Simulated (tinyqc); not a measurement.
Inside a calculation (part 3 of 3). Method: UHF in the sto-3g basis, for BH3, spin multiplicity 1. Computed by tinyqc, a small Python program that keeps every step (integrals from PySCF). Command: `OMP_NUM_THREADS=1 python tinyqc.py 22311 22312 out.jsonl` (the two numbers bound the seeds that draw the settings). One thread of a shared host (Intel(R) Xeon(R) Processor @ 2.60GHz), about 0.1 s of CPU time with the checks.

Geometry (angstrom):
```
atom          x          y         z
B      0.000000   0.000000  0.024000
H      1.286000   0.000000  0.000000
H     -0.643000   1.113000  0.000000
H     -0.643000  -1.113000  0.000000
```

## Iteration 25 (converged): orbitals

converged F(alpha) (hartree), lower triangle:
```
            1B 1s      1B 2s     1B 2px     1B 2py    1B 2pz      2H 1s      3H 1s      4H 1s
1B 1s   -7.418468
1B 2s   -2.175833  -1.070042
1B 2px   0.000004   0.000146  -0.152121
1B 2py   0.000000  -0.000001   0.000000  -0.152198
1B 2pz  -0.000454   0.004934  -0.000006  -0.000005  0.242831
2H 1s   -0.443335  -0.504527  -0.377533   0.000000  0.005174  -0.344870
3H 1s   -0.443944  -0.504900   0.188914  -0.327028  0.005177  -0.114817  -0.345204
4H 1s   -0.443944  -0.504900   0.188914   0.327028  0.005183  -0.114817  -0.115014  -0.345207
```

converged F(beta) (hartree), lower triangle:
```
            1B 1s      1B 2s     1B 2px     1B 2py    1B 2pz      2H 1s      3H 1s      4H 1s
1B 1s   -7.418468
1B 2s   -2.175833  -1.070042
1B 2px   0.000004   0.000146  -0.152121
1B 2py   0.000000   0.000001   0.000000  -0.152198
1B 2pz  -0.000454   0.004934  -0.000006   0.000005  0.242831
2H 1s   -0.443335  -0.504527  -0.377533   0.000000  0.005174  -0.344870
3H 1s   -0.443944  -0.504900   0.188914  -0.327028  0.005183  -0.114817  -0.345207
4H 1s   -0.443944  -0.504900   0.188914   0.327028  0.005177  -0.114817  -0.115014  -0.345204
```

X:
```
                1          2          3          4          5          6          7          8
1B 1s   -0.375164   0.000000  -0.000919   0.952848   0.113783   0.000000   0.000224   0.196609
1B 2s    1.355508   0.000000   0.002492  -0.026791   0.014486   0.000000   0.000418   0.479382
1B 2px  -0.002648   0.000000   1.074437   0.000038  -0.000001   0.000000   0.594562  -0.000386
1B 2py   0.000000   1.074489   0.000000   0.000000   0.000000   0.594628   0.000000   0.000000
1B 2pz  -0.023994   0.000000  -0.000038  -0.123261   0.992230   0.000000  -0.000004  -0.008336
2H 1s   -0.651720   0.000000  -0.944750  -0.199335  -0.023899   0.000000   0.451582   0.293389
3H 1s   -0.655127  -0.817332   0.470589  -0.199138  -0.023876   0.390858  -0.225449   0.293866
4H 1s   -0.655127   0.817332   0.470589  -0.199138  -0.023876  -0.390858  -0.225449   0.293866
```

Diagonalise F' = X^T F X, C = X C', fill 4 alpha and 4 beta electrons from the bottom; D(s) = C_occ C_occ^T. Each column has its largest component positive (the first on a tie).

F' = X^T F X (alpha) (hartree), lower triangle:
```
           1          2         3          4          5          6          7          8
1   0.497082
2   0.000000   0.665534
3  -0.000806   0.000000  0.665450
4   0.747590   0.000001  0.002461  -6.199700
5   0.086419  -0.000001  0.000293  -0.804904   0.142233
6  -0.000001   0.093023  0.000001   0.000000  -0.000005  -0.428172
7  -0.000023   0.000001  0.092979  -0.002213  -0.000283   0.000000  -0.428151
8   0.184216  -0.000001  0.000672  -2.421988  -0.308733   0.000000  -0.000977  -1.671853
```

orbital energies (alpha) (hartree): MO1 -7.423845, MO2 -0.635493, MO3 -0.436028, MO4 -0.435999, MO5 0.242717, MO6 0.584376, MO7 0.673303, MO8 0.673390

coefficients C (alpha):
```
              MO1        MO2        MO3        MO4        MO5        MO6        MO7        MO8
1B 1s    0.991182  -0.225159  -0.000001  -0.000112  -0.008754  -0.258948   0.001030  -0.000002
1B 2s    0.034815   0.591362   0.000006   0.000424   0.038365   1.309855  -0.005560   0.000013
1B 2px  -0.000005  -0.000257   0.004076   0.502062   0.000003   0.004062   1.120635  -0.002231
1B 2py   0.000000   0.000001   0.502088  -0.004078   0.000000  -0.000003   0.002232   1.120712
1B 2pz  -0.000095  -0.003238   0.000007   0.000003   0.999284  -0.042190   0.000164  -0.000004
2H 1s   -0.005788   0.277763   0.004297   0.529275  -0.014151  -0.693723  -0.899339   0.001789
3H 1s   -0.005793   0.278148   0.456085  -0.268102  -0.014141  -0.688774   0.452473  -0.782448
4H 1s   -0.005793   0.278150  -0.460380  -0.260662  -0.014129  -0.688776   0.455584   0.780637
```

F' = X^T F X (beta) (hartree), lower triangle:
```
           1          2          3          4          5          6          7          8
1   0.497082
2   0.000000   0.665534
3  -0.000806   0.000000   0.665450
4   0.747590  -0.000001   0.002461  -6.199700
5   0.086419   0.000001   0.000293  -0.804904   0.142233
6   0.000001   0.093023  -0.000001   0.000000   0.000005  -0.428172
7  -0.000023  -0.000001   0.092979  -0.002213  -0.000283   0.000000  -0.428151
8   0.184216   0.000001   0.000672  -2.421988  -0.308733   0.000000  -0.000977  -1.671853
```

orbital energies (beta) (hartree): MO1 -7.423845, MO2 -0.635493, MO3 -0.436028, MO4 -0.435999, MO5 0.242717, MO6 0.584376, MO7 0.673303, MO8 0.673390

coefficients C (beta):
```
              MO1        MO2        MO3        MO4        MO5        MO6        MO7        MO8
1B 1s    0.991182  -0.225159   0.000001  -0.000112  -0.008754  -0.258948   0.001030   0.000002
1B 2s    0.034815   0.591362  -0.000006   0.000424   0.038365   1.309855  -0.005560  -0.000013
1B 2px  -0.000005  -0.000257  -0.004076   0.502062   0.000003   0.004062   1.120635   0.002231
1B 2py   0.000000  -0.000001   0.502088   0.004078   0.000000   0.000003  -0.002232   1.120712
1B 2pz  -0.000095  -0.003238  -0.000007   0.000003   0.999284  -0.042190   0.000164   0.000004
2H 1s   -0.005788   0.277763  -0.004297   0.529275  -0.014151  -0.693723  -0.899339  -0.001789
3H 1s   -0.005793   0.278150   0.460380  -0.260662  -0.014129  -0.688776   0.455584  -0.780637
4H 1s   -0.005793   0.278148  -0.456085  -0.268102  -0.014141  -0.688774   0.452473   0.782448
```

D(alpha) after iteration 25, lower triangle:
```
            1B 1s      1B 2s     1B 2px     1B 2py     1B 2pz      2H 1s      3H 1s     4H 1s
1B 1s    1.033139
1B 2s   -0.098642   0.350921
1B 2px  -0.000003   0.000061   0.252082
1B 2py   0.000000   0.000001  -0.000001   0.252109
1B 2pz   0.000635  -0.001918   0.000002   0.000004   0.000010
2H 1s   -0.068338   0.164282   0.265675   0.000000  -0.000897   0.357336
3H 1s   -0.068340   0.164174  -0.132816   0.230088  -0.000897  -0.062647   0.357292
4H 1s   -0.068340   0.164173  -0.132816  -0.230088  -0.000904  -0.062647  -0.062688  0.357296
```

D(beta) after iteration 25, lower triangle:
```
            1B 1s      1B 2s     1B 2px     1B 2py     1B 2pz      2H 1s      3H 1s     4H 1s
1B 1s    1.033139
1B 2s   -0.098642   0.350921
1B 2px  -0.000003   0.000061   0.252082
1B 2py   0.000000  -0.000001   0.000001   0.252109
1B 2pz   0.000635  -0.001918   0.000002  -0.000004   0.000010
2H 1s   -0.068338   0.164282   0.265675   0.000000  -0.000897   0.357336
3H 1s   -0.068340   0.164173  -0.132816   0.230088  -0.000904  -0.062647   0.357296
4H 1s   -0.068340   0.164174  -0.132816  -0.230088  -0.000897  -0.062647  -0.062688  0.357292
```

## Convergence

Stop when the energy changes by less than 1e-10 hartree and every element of the error matrix X^T (F D S - S D F) X (for each spin) is below 3e-06.

Course of the cycle:
```
iteration   E (hartree)     change  largest element of the error matrix
1          -23.85534925          -                             4.44e-01
2          -25.97425991  -2.12e+00                             9.75e-02
3          -26.02852348  -5.43e-02                             4.31e-02
4          -26.03786242  -9.34e-03                             2.72e-02
5          -26.04157307  -3.71e-03                             1.75e-02
6          -26.04308941  -1.52e-03                             1.12e-02
7          -26.04371622  -6.27e-04                             7.24e-03
8          -26.04397642  -2.60e-04                             4.67e-03
9          -26.04408464  -1.08e-04                             3.01e-03
10         -26.04412970  -4.51e-05                             1.94e-03
11         -26.04414847  -1.88e-05                             1.25e-03
12         -26.04415630  -7.82e-06                             8.09e-04
13         -26.04415956  -3.26e-06                             5.22e-04
14         -26.04416092  -1.36e-06                             3.37e-04
15         -26.04416149  -5.68e-07                             2.17e-04
16         -26.04416172  -2.37e-07                             1.40e-04
17         -26.04416182  -9.92e-08                             9.06e-05
18         -26.04416186  -4.15e-08                             5.85e-05
19         -26.04416188  -1.74e-08                             3.78e-05
20         -26.04416189  -7.27e-09                             2.44e-05
21         -26.04416189  -3.04e-09                             1.58e-05
22         -26.04416189  -1.28e-09                             1.02e-05
23         -26.04416189  -5.36e-10                             6.58e-06
24         -26.04416189  -2.25e-10                             4.25e-06
25         -26.04416189  -9.46e-11                             2.75e-06
```

PySCF UHF in the same basis, after a stability check = -26.04416189 hartree

Converged in 25 iterations.

## Populations, bond orders and dipole

overlap S, lower triangle:
```
           1B 1s     1B 2s     1B 2px     1B 2py     1B 2pz     2H 1s     3H 1s     4H 1s
1B 1s   1.000000
1B 2s   0.269328  1.000000
1B 2px  0.000000  0.000000   1.000000
1B 2py  0.000000  0.000000   0.000000   1.000000
1B 2pz  0.000000  0.000000   0.000000   0.000000   1.000000
2H 1s   0.053431  0.427380   0.454102   0.000000  -0.008475  1.000000
3H 1s   0.053505  0.427681  -0.227272   0.393395  -0.008483  0.081169  1.000000
4H 1s   0.053505  0.427681  -0.227272  -0.393395  -0.008483  0.081169  0.081320  1.000000
```

Mulliken: Z minus the diagonal of D S on the atom; Loewdin: the same with S^(1/2) D S^(1/2); Mayer order: 2 sum_s sum (D(s) S)_ij (D(s) S)_ji over the two atoms.

Charges (e):
```
atom   Mulliken    Loewdin  Mulliken spin
1B     0.206262   0.193850              0
2H    -0.068753  -0.064621              0
3H    -0.068754  -0.064614      -3.31e-06
4H    -0.068754  -0.064614       3.31e-06
```

Mayer bond orders:
```
pair     order
2-1   0.986815
3-1   0.986823
3-2   0.004229
4-1   0.986823
4-2   0.004229
4-3   0.004221
```

dipole moment about the origin, x y z (debye): 0.000112  0.000000  0.067426

<S^2> of the determinant (pure state: 0) = 2.36e-10
